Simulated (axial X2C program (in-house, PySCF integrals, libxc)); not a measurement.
**NaLi⁺: bond curves with and without spin–orbit coupling**

Aim: find the lowest determinant of NaLi⁺, scan the bond at several levels and fit the constants, once spin-free and once with spin–orbit coupling.

Computed with an in-house X2C program for linear molecules on PySCF integrals. Level: all-electron X2C, Na dyall-cv3z, Li dyall-cv3z.

All values are calculated.

**1. Input**

Contents of task.json:

```json
{
 "zs": [
  11,
  3
 ],
 "q": 1,
 "bas": [
  "dyall-cv3z",
  "dyall-cv3z"
 ],
 "levels": [
  "PBE0",
  "HF",
  "B97-3"
 ],
 "cc": true,
 "r0": 2.88,
 "thr": -2.0,
 "nmax": 90,
 "npts": 10,
 "nst": 2,
 "ntry": 6
}
```

Keys: zs atomic numbers; q charge; bas basis sets; levels methods (HF also brings MP2); cc coupled cluster on or off; r0 starting distance in Å; thr threshold in hartree for freezing inner shells (an s shell follows its p shell); nmax most natural virtual spinors; npts points asked for on the curve; nst determinants followed; ntry starts of the search.

Launch:

```bash
$ python so2c.py task.json out
```

Spin-free means the one-electron spin-free X2C Hamiltonian; two-component (2c) means X2C with spin–orbit coupling and atomic mean-field two-electron Coulomb and Gaunt terms. Basis: Na dyall-cv3z contracted to [9s8p5d2f], Li dyall-cv3z contracted to [7s8p2d]; Gaussian nuclei, density fitting. Masses: Na 22.990 u, Li 7.016 u.

Notation: σ, π±, δ± give the projection m of an orbital's angular momentum (0, ±1, ±2), α and β its spin, Λ and M_S the sums; ω is the projection of a spinor's total angular momentum and Ω the sum. Logs are in hartree.

Further steps of the session: PBE0, spin-free; HF, spin-free; B97-3, spin-free; Correlated methods, spin-free; PBE0, 2c; HF, 2c; B97-3, 2c; Correlated methods, 2c.

**Question.** What will these runs give? Wanted: for each run, Hamiltonian; Re; ωe; De; μ.

As calculated:

Lowest determinant that the search found at its distance (another Ω component may lie lower), spin-free: M_S = 1/2, Λ = 0 (beyond closed shells: σα).

Lowest determinant that the search found at its distance (another Ω component may lie lower), 2c: Ω = 1/2 (excess of +ω over −ω: ω = 1/2).

```tsv
Hamiltonian	level	Re (Å)	ωe (cm⁻¹)	De (eV)	μ (D)
spin-free	PBE0	3.376	181.5	1.03	3.91
spin-free	HF	3.440	186.4	0.930	3.57
spin-free	MP2	3.391	190.0	1.00	n/a
spin-free	CCSD	3.390	190.2	1.00	n/a
spin-free	CCSD(T)	3.388	190.3	1.01	n/a
spin-free	B97-3	3.424	180.0	0.902	3.75
2c	PBE0	3.376	181.5	1.03	3.91
2c	HF	3.440	186.4	0.930	3.57
2c	MP2	3.391	190.0	1.00	n/a
2c	CCSD	3.390	190.2	1.00	n/a
2c	CCSD(T)	3.388	190.3	1.01	n/a
2c	B97-3	3.424	180.0	0.902	3.75
```

Dipoles are positive if Li is the positive end and refer to the centre of mass.

**Reading.** At CCSD(T), going from spin-free to two-component changes Re by 0 mÅ, ωe by 0.0 %, which is small (part of it comes from the scalar share of the two-electron terms). De moves by 0.00 eV; both De rest on single-determinant atoms, which can miss part of an open shell's spin–orbit lowering.

De refers to Na+ + Li, the ground-state fragments, which need not be this curve's own limit. The state is a single determinant with fixed occupations, the lowest that a limited PBE0 search found. Dissociation energies refer to the lowest single-determinant-based atoms at the same level and basis. Density functionals use the spin component along the axis (collinear). CCSD and (T) use frozen natural virtuals with an MP2 correction for the truncation.
